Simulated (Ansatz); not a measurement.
**AlBH (quartet): the correlation ladder at distance B1–Al2 = 2.321 Å, 6-31G**

Aim: climb from Hartree-Fock through coupled cluster and multireference methods for AlBH (quartet) at one geometry and basis, and see what each rung misses.

Computed with Ansatz 0.2.0, Gaussian basis. Level: 6-31G, core rule «outside noble gas», up to 6 orbitals frozen.

Plan: UHF; CCSD(T) on ROHF; CCSD(T) on UHF; BCCD(T) on ROHF; CISD; CCSDT(Q) on ROHF; CCSDT(Q) on UHF; CISDTQ; CCSDTQ on ROHF; CCSDTQ on UHF; CASSCF and MRCISD+Q, 5 electrons in 5 orbitals; CASSCF and NEVPT2, 5 electrons in 5 orbitals; CASSCF and MRCISD+Q, 7 electrons in 9 orbitals; CASSCF and NEVPT2, 7 electrons in 9 orbitals; Full CI.

26 further runs of the same task are left out: 22 that didn't finish, 4 set aside as unsound or not needed.

## (1) The system

The geometry derives from a PBE0/def2-TZVP stationary point (not a proven minimum). One bond is set to the value named and the two fragments are kept rigid.

3 atoms, charge 0, spin multiplicity 4.

Atoms are counted from 1 here; the program's logs count them from 0.

Bond lengths: B1–Al2 2.321 Å, B1–H3 1.185 Å. Angles: Al2–B1–H3 180.0°.

## (2) UHF

in.yaml

```yaml
crystal:
  periodic: [false, false, false]
  atoms:
    - {symbol: B, position_ang: [0.000000, 0.000000, 0.378633]}
    - {symbol: Al, position_ang: [0.000000, 0.000000, -1.942367]}
    - {symbol: H, position_ang: [0.000000, 0.000000, 1.563733]}
basis:
  gaussian: {orbitals: 6-31G}
magnetization: {spin_polarized: true, initial_magnetization: 3}
hamiltonian: {xc: hf}
output: {orbitals: {seedname: orbitals}}
```

Command:

```sh
> ansatz run in.yaml --threads 1 --pin off --events-out ev --progress --plain --max-ram 2393MiB
```

After this run come: CCSD(T) on ROHF; CCSD(T) on UHF; BCCD(T) on ROHF; CISD; CCSDT(Q) on ROHF; CCSDT(Q) on UHF; CISDTQ; CCSDTQ on ROHF; CCSDTQ on UHF; CASSCF and MRCISD+Q, 5 electrons in 5 orbitals; CASSCF and NEVPT2, 5 electrons in 5 orbitals; CASSCF and MRCISD+Q, 7 electrons in 9 orbitals; CASSCF and NEVPT2, 7 electrons in 9 orbitals; Full CI.

Q: Predict the results of all the runs planned. Wanted: FCI below the RHF energy; RMP2 from FCI; UMP2 from FCI; RCCSD from FCI; RCCSD(T) from FCI; UCCSD(T) from FCI; RCCSDT(Q) from FCI; UCCSDT(Q) from FCI; MRCISD+Q pair from FCI.

The runs gave:

| quantity | value |
| --- | --- |
| FCI below the RHF energy | -2.8244 eV |
| RMP2 from FCI | +19.83 kcal/mol |
| UMP2 from FCI | +19.91 kcal/mol |
| RCCSD from FCI | +3.90 kcal/mol |
| RCCSD(T) from FCI | +1.27 kcal/mol |
| UCCSD(T) from FCI | +1.10 kcal/mol |
| RCCSDT(Q) from FCI | +0.16 kcal/mol |
| UCCSDT(Q) from FCI | +0.14 kcal/mol |
| MRCISD+Q pair from FCI | -0.63 kcal/mol |
| NEVPT2 valence from FCI | +4.33 kcal/mol |
| MRCISD+Q valence from FCI | +0.21 kcal/mol |
| levels within 1 kcal/mol (43 meV) | RCCSDT, UCCSDT, CISDTQ, RCCSDT(Q), UCCSDT(Q), RCCSDTQ, UCCSDTQ, MRCISD+Q pair, MRCISD valence, MRCISD+Q valence |
| T1 diagnostic | 0.068 |
| effectively unpaired electrons | 3.07 |

**Reading.** RCCSD(T) misses by +1.27 kcal/mol, 2.0 % of the correlation energy. MRCISD+Q pair falls below full CI: the +Q correction isn't variational, and the cores differ from full CI's. The occupations are near whole numbers, but T1 = 0.068 shows that the orbitals relax strongly. Of the multireference levels listed MRCISD+Q valence comes nearest in total energy (+0.21 kcal/mol), which doesn't show that its space is the better one. Coupled cluster took another determinant than the lowest Hartree-Fock one. These misses are within one basis, not against nature; the frozen cores of restricted and unrestricted runs differ, which can shift their rows.
